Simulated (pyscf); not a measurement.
## Four-centre exchange: `[CH3][Zn][SH]` + `[SH2]` -> `[CH3][Zn][SH]` + `[SH2]`

Gas phase, singlet surface, charge 0. Bonds broken: Zn2–S8, S3–H7. Bonds formed: Zn2–S3, H7–S8. Single points on ωB97X-D3(BJ)/def2-SVP structures (PySCF, gas phase).

Transition state (Å):

```xyz
10

C     -2.3572     0.7306     0.9304
Zn    -0.9561    -0.1454    -0.1124
S      1.1461    -1.2861     0.2741
H     -3.1772     1.0882     0.2873
H     -2.7855     0.0376     1.6734
H     -1.9590     1.5972     1.4842
H      0.7368    -1.0739    -1.3221
S     -0.3596    -0.5130    -2.4328
H      1.8387    -0.1309     0.3467
H      0.2304     0.6949    -2.5430
```

One imaginary mode, 948i cm⁻¹; descent along it reached the two sides named, in the forms told below.

```csv
bond,change,reactant side (Å),saddle,product side
Zn2–S8,breaks,2.204,2.424,2.7
S3–H7,breaks,1.348,1.661,3.0
Zn2–S3,forms,2.7,2.423,2.204
H7–S8,forms,3.0,1.658,1.348
```

Electronic energies relative to the separated reactants (eV):

```json
[
 {"level": "ωB97X-D3(BJ)/def2-TZVP", "barrier": "0.30", "reaction energy": "0.00", "reverse barrier": "0.30"},
 {"level": "PBE/def2-TZVP", "barrier": "0.18", "reaction energy": "0.00", "reverse barrier": "0.18"},
 {"level": "r²SCAN/def2-TZVP", "barrier": "0.18", "reaction energy": "0.00", "reverse barrier": "0.18"},
 {"level": "B3LYP-D3(BJ)/def2-TZVP", "barrier": "0.31", "reaction energy": "0.00", "reverse barrier": "0.31"},
 {"level": "PBE0-D3(BJ)/def2-TZVP", "barrier": "0.19", "reaction energy": "0.00", "reverse barrier": "0.19"},
 {"level": "M06-2X/def2-TZVP", "barrier": "0.29", "reaction energy": "0.00", "reverse barrier": "0.29"},
 {"level": "ωB97M-D3(BJ)/def2-TZVP", "barrier": "0.44", "reaction energy": "0.00", "reverse barrier": "0.44"},
 {"level": "HF/def2-TZVP", "barrier": "1.05", "reaction energy": "0.00", "reverse barrier": "1.05"}
]
```

With ωB97M-D3(BJ)/def2-TZVP energies and thermal terms (ideal gas, 1 atm, RRHO with modes under 100 cm⁻¹ raised to 100, one conformer, R ln 2 for chiral ones without a mode under 150 cm⁻¹), in eV:

```json
[
 {"T (K)": "298", "ΔH‡": "0.38", "ΔG‡": "0.85", "ΔH": "0.00", "ΔG": "0.00"},
 {"T (K)": "600", "ΔH‡": "0.41", "ΔG‡": "1.32", "ΔH": "0.00", "ΔG": "0.00"},
 {"T (K)": "900", "ΔH‡": "0.44", "ΔG‡": "1.77", "ΔH": "0.00", "ΔG": "0.00"},
 {"T (K)": "1200", "ΔH‡": "0.48", "ΔG‡": "2.21", "ΔH": "0.00", "ΔG": "0.00"}
]
```

On the reactant side the descent ends in a bound adduct, 0.38 eV under the separated species and 0.68 eV under the saddle at ωB97X-D3(BJ)/def2-TZVP. On the product side the descent ends in a bound adduct, 0.38 eV under the separated species and 0.68 eV under the saddle at ωB97X-D3(BJ)/def2-TZVP. This is the saddle that the search found; another between the same sides may lie lower. Elements up to Kr have no core potential and no relativistic terms here.
